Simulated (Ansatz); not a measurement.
Cost and result for the atomization energy of `FCOCF` (9 atoms, 8 bonds).

Cartesian coordinates in Å:
```
F -0.238 1.822 0.536
C -0.468 0.524 0.930
O -0.752 -0.267 -0.166
C 0.338 -0.571 -0.958
F 1.137 -1.503 -0.338
H 0.425 0.182 1.461
H -1.351 0.512 1.568
H 0.957 0.310 -1.155
H -0.049 -1.009 -1.878
```

The species carries charge 0 and has multiplicity 1. All single points use the PBE0-D4/def2-TZVP geometry. It is one conformer, not always the lowest. Program: Ansatz. All runs use 2 threads of a server CPU on a shared host. Times are those of one run each, without the atoms' runs, and a repeat can differ threefold. Electronic energies, without spin–orbit coupling; frozen cores. CCSD(T)/CBS adds CCSD(T) − MP2 in def2-TZVPP to the MP2 limit, and its time is that of the two runs behind it. T1 = 0.012. B3LYP takes the VWN-RPA correlation (the form of Gaussian; ORCA's B3LYP/G). HSE06 is the plane-wave form, built on full-range PBE exchange.

CCSD(T)/CBS is a level of theory with its own doubt, some kJ/mol a heavy atom from the limit and from the frozen cores, so smaller differences don't rank the functionals.

| level | functions | wall time |
| --- | --- | --- |
| revPBE-D4/def2-TZVPP | 211 | 1 s |
| BLYP-D4/def2-TZVPP | 211 | 1 s |
| PBE-D4/def2-TZVPP (with forces) | 211 | 1.3 s |
| PBE0-D4/def2-TZVPP | 211 | 1.5 s |
| CAM-B3LYP-D4/def2-TZVPP | 211 | 1.6 s |
| HSE06-D4/def2-TZVPP | 211 | 1.6 s |
| B3LYP-D4/def2-TZVPP (with forces) | 211 | 1.9 s |
| r2SCAN-D4/def2-TZVPP (with forces) | 211 | 2 s |
| CCSD(T)/def2-SVP | 90 | 2.9 s |
| ωB97M-V/def2-TZVPP (with forces) | 211 | 4.6 s |
| MP2/def2-QZVPP | 405 | 11 s |
| CCSD(T)/def2-TZVPP | 211 | 56 s |
| CCSD(T)/CBS(def2) | – | 67 s |

(1) What atomization energy does each give, and how far from CCSD(T)/CBS? (An estimate is asked.)

Results:

(1) Ansatz gave: 
```
                             level  atomization (kcal/mol)  difference from CCSD(T)/CBS  per bond
              revPBE-D4/def2-TZVPP                   828.3                         -0.7      -0.1
                BLYP-D4/def2-TZVPP                   831.9                          2.9       0.4
   PBE-D4/def2-TZVPP (with forces)                   856.4                         27.4       3.4
                PBE0-D4/def2-TZVPP                   830.5                          1.5       0.2
           CAM-B3LYP-D4/def2-TZVPP                   834.7                          5.7       0.7
               HSE06-D4/def2-TZVPP                   831.4                          2.4       0.3
 B3LYP-D4/def2-TZVPP (with forces)                   826.3                         -2.7      -0.3
r2SCAN-D4/def2-TZVPP (with forces)                   831.3                          2.3       0.3
                  CCSD(T)/def2-SVP                   787.0                        -42.0      -5.2
  ωB97M-V/def2-TZVPP (with forces)                   831.1                          2.1       0.3
                    MP2/def2-QZVPP                   843.3                         14.3       1.8
                CCSD(T)/def2-TZVPP                   807.1                        -21.9      -2.7
                 CCSD(T)/CBS(def2)                   829.0                          0.0       0.0
```

In def2-TZVPP, CCSD(T) changes the Hartree–Fock value by +227.5 kcal/mol (the triples alone add +14.3 kcal/mol) and MP2 by +250.8 kcal/mol; breaking electron pairs costs correlation energy, which Hartree–Fock lacks. From PBE to PBE0 (25 % exact exchange), in def2-TZVPP and without D4, the atomization energy moves by −25.4 kcal/mol: exact exchange takes away binding that semilocal exchange gives to molecules. The D4 term adds +4.4 kcal/mol with B3LYP and +2.3 kcal/mol with PBE0; it sums over pairs of atoms, weighted by their polarisabilities, and B3LYP, whose exchange is more repulsive, gets the larger term.
